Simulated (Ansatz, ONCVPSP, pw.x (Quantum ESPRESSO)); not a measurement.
## Equation-of-state test of one ONCV potential (tin (Sn))

ONCVPSP 4.0.1.1 (patched build) input, shortened (lines: element, Z, core and valence counts, functional; n l f; lmax; l rc ep ncon nbas qcut; lloc lpopt rc5 dvloc0; l nproj debl; icmod fcfact rcfact), PBE, scalar-relativistic:

```
  Sn 50.00    9    2        4      upf
    1    0    2.00
    2    0    2.00
    2    1    6.00
    3    0    2.00
    3    1    6.00
    3    2   10.00
    4    0    2.00
    4    1    6.00
    4    2   10.00
    5    0    2.00
    5    1    2.00
    2
    0    2.20    0.00    4    8    2.60
    1    1.85    0.00    4    8    3.70
    2    2.30    0.41    3    7    3.80
    1    5    1.85    0.00
    0    2    3.10
    1    0    3.20
    2    2    1.40
    0    0.00    0.00
```

Crystal test: diamond Sn in pw.x 7.5, no spin, 8³ k-points, Fermi–Dirac smearing 0.01 Ry, cutoffs 130/520 Ry. The reference is all-electron LAPW (Ansatz 0.2.0) with the same functional, mesh and smearing; V0 and B0 come from Birch–Murnaghan fits to the pressures at five volumes. Errors are pseudo minus all-electron; Δ is the rms difference of the E(V) curves that follow from these fits, minima aligned, over ±6 % about the mean V0. Mesh and smearing are coarse, so the numbers serve the comparison and aren't converged zero-temperature values; the lattice is a test structure that the element need not adopt.

```tsv
V (Å³/atom)	P all-electron (GPa)	P pseudo (GPa)
34.936	2.25	-719.69
35.856	1.13	-714.29
36.775	0.16	-702.79
37.694	-0.67	-673.67
38.614	-1.39	-641.86
```

All-electron: a0 = 6.661 Å (V0 = 36.95 Å³/atom), B0 = 35.1 GPa.

Pseudopotential: converged, but broken (pressure over 100 GPa off). The pressure does not cross zero within the volumes sampled, so no fit is given. The pseudo pressure rises with volume over the whole range, a mechanical instability. Note: ghosts flagged at negative energy: d at -90.0 eV; GHOST(+) flags only above 600 eV. A true bound ghost makes a file unfit for plane-wave use. A pressure error of this size marks a broken potential; the numbers have no physical meaning.

At the middle volume, how do free energy and pressure move when the wave cutoff is lowered (ecutrho kept at four times it)?

```
cutoff (Ry)  shift of F (meV/atom)  shift of P (GPa)
         58              +366187.6           -868.25
        104               +42539.8           +495.10
```

The run at the middle volume (29 k-points, 8 iterations) took about 2.8 min on one core of a shared host (Neoverse-N1, 64 threads, 124 GiB, load 56).
